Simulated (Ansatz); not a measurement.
Z-matrix (Å, degrees):
```
F
H 1 1.0096
```
Charge +1, spin multiplicity 2.

These are frozen-core CCSD(T)/def2-TZVPP // PBE0-D3(BJ)/def2-TZVP run with Ansatz (a quantum-chemistry and plane-wave program) values and carry that method's errors.

* **HF energy**: -99.54232 Ha
* **MP2 correlation energy**: -0.20163 Ha

**Question.** Estimate the CCSD correlation energy, the (T) correction, the total energy and the T1 diagnostic.

**Answer.** 
```yaml
CCSD correlation energy: -0.21505 Ha
"(T) correction": -0.00383 Ha
CCSD(T) total energy: -99.76120 Ha
T1 diagnostic: 0.007
```
